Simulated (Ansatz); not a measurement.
**Two structures, one formula**

The two ends of one reaction step of CH9NSi, closed shell (PBE0-D4/def2-TZVP).

A:

Si1  (0.400, 0.115, -0.427)
H2  (0.459, -2.866, 1.186)
H3  (0.130, -1.233, -1.001)
H4  (1.693, 0.097, 0.310)
N5  (0.595, 1.192, -1.755)
H6  (0.509, -2.951, 1.926)
C7  (-0.967, 0.524, 0.783)
H8  (-0.070, 1.201, -2.511)
H9  (1.006, 2.101, -1.622)
H10  (-1.007, -0.221, 1.583)
H11  (-1.941, 0.539, 0.287)
H12  (-0.807, 1.503, 1.241)
(Å)

B:

```
12
angstrom
Si 0.6773 0.2366 -0.9785
H 1.0171 -1.1281 -0.4738
H -0.7639 0.2283 -1.3385
H 0.9348 1.1940 0.1277
N 1.5619 0.7688 -2.3541
H -0.7392 -1.1751 1.6135
C -1.4691 -0.5327 2.1063
H 1.3835 0.3543 -3.2546
H 2.5352 1.0104 -2.2601
H -1.1014 -0.2591 3.0949
H -2.4140 -1.0667 2.2031
H -1.6221 0.3693 1.5142
```

Program: Ansatz 0.2.0. Basis: def2-TZVPP. Cores are frozen in the correlated methods. B3LYP uses VWN-RPA correlation.

Task: Which structure is lower at CCSD(T), and by how much? (An estimate is asked for; the value comes from the calculation.)

Result: By the calculation: B, by 27.4 kJ/mol (electronic energy, against the other). By their contacts, A is a complex of CH₇NSi ([CH3][SiH2][NH2]) + H₂ and B is a complex of SiNH₅ ([NH2][SiH3]) + CH₄.

All methods give the same order:

```csv
method,E(B) − E(A) (kJ/mol)
SPW92,-21.7
PBE-D4,-22.6
BLYP-D4,-25.5
r2SCAN-D4,-23.6
B97M-V,-29.7
PBE0-D4,-25.0
B3LYP-D4,-28.1
r2SCAN0-D4,-25.4
BHLYP-D4,-31.9
CAM-B3LYP-D4,-29.8
wB97X-V,-26.9
wB97M-V,-24.4
B2PLYP,-29.6
PBE-QIDH,-25.8
RPA on PBE,-29.6
HF,-44.3
MP2,-22.5
CCSD,-30.6
CCSD(T),-27.4
```

No T1 diagnostic of these runs exceeds 0.010.

Labels in which every atom is bracketed show which atoms are joined, not bond orders.

For scale, one of the runs: CCSD(T)/def2-TZVPP, 230 basis functions, launched by `ansatz run in.yaml --threads 4 --pin off --events-out ev --progress --plain --max-ram 9574MiB`. The run took 44 s on 4 CPU threads of an Arm Neoverse V2 (shared host), with 3.9 GiB of host memory at its peak.
